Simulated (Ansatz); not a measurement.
in.yaml

```yaml
crystal:
  periodic: [false, false, false]
  atoms:
    - {symbol: C, position_ang: [0.000000, -1.033304, 0.000000]}
    - {symbol: Si, position_ang: [0.000000, 0.258963, 1.213707]}
    - {symbol: Si, position_ang: [0.000000, 0.258963, -1.213707]}
    - {symbol: H, position_ang: [0.000000, -2.118684, 0.000000]}
basis:
  gaussian: {orbitals: 6-31G}
magnetization: {spin_polarized: false, initial_magnetization: 3}
correlation: {method: fic_mrcisd_q_relaxed, electrons: valence, active_space: {window: {electrons: 5, orbitals: 4}}}
scf: {lower_state_search: off}
```

```sh
$ ansatz run in.yaml --threads 1 --pin off --events-out ev --progress --plain --max-ram 2393MiB
```

Log:

```
these checks for a lower state are left out or cut short: stability, starts, cluster_reference, orbital_swaps, neighbouring_geometries, increment
439 factors; integrals over basis functions are off by at most 2.4e-4 eV
mean field evaluation 1: about -16759.6458 eV, gradient 2.1e1 eV
mean field evaluation 2: about -16759.6509 eV, gradient 2.1e1 eV
mean field evaluation 4: about -16761.3633 eV, gradient 1.9e0 eV
mean field evaluation 8: about -16761.3982 eV, gradient 4.3e-3 eV
mean field evaluation 16: about -16761.3982 eV, gradient 1.3e-4 eV
mean field -16761.39816262 eV, -615.9700211927 hartree, gradient 3.3e-6 eV, S^2 3.750000; 0 other end points of the search recorded, 0 dependent functions left out
reference -16761.39816262 eV, -615.9700211927 hartree; 19, 16 occupied and 18, 21 virtual orbitals, 439 factors
state -16762.62450481 eV, -616.0150884368 hartree
contracted CI cycle   1: correlation 0.00000000 eV, 0.0000000000 hartree, residual 1.55e1 eV
contracted CI cycle   2: correlation -4.46825977 eV, -0.1642055179 hartree, residual 3.25e0 eV
contracted CI cycle   3: correlation -4.76394183 eV, -0.1750716332 hartree, residual 1.00e0 eV
contracted CI cycle   4: correlation -4.79884137 eV, -0.1763541675 hartree, residual 4.35e-1 eV
contracted CI cycle   5: correlation -4.80604702 eV, -0.1766189702 hartree, residual 2.06e-1 eV
contracted CI cycle   6: correlation -4.80751470 eV, -0.1766729067 hartree, residual 7.55e-2 eV
contracted CI cycle   7: correlation -4.80771561 eV, -0.1766802900 hartree, residual 3.00e-2 eV
contracted CI cycle   8: correlation -4.80774869 eV, -0.1766815057 hartree, residual 1.26e-2 eV
contracted CI cycle   9: correlation -4.80775443 eV, -0.1766817163 hartree, residual 4.96e-3 eV
contracted CI cycle  10: correlation -4.80775531 eV, -0.1766817487 hartree, residual 1.94e-3 eV
contracted CI cycle  11: correlation -4.80775543 eV, -0.1766817531 hartree, residual 6.33e-4 eV
contracted CI cycle  12: correlation -4.80775544 eV, -0.1766817536 hartree, residual 2.08e-4 eV
state -16762.62450481 eV, -616.0150884368 hartree; corrected -16768.11872486 eV, -616.2169972996 hartree
WARN: 1 active orbitals are nearly empty or full. The corrections depend on them more than the energy does, and are more stable in an active space without them
Total energy: -16768.11872486 eV, -616.2169972996 hartree
Checks for a lower state left out: stability, starts, cluster_reference, orbital_swaps, neighbouring_geometries, increment
```

Natural occupations: 2.0000 1.0000 1.0000 1.0000.

Ran on 1 thread of Intel Xeon, shared host: 4.6 s wall, 0.23 GiB peak host memory.
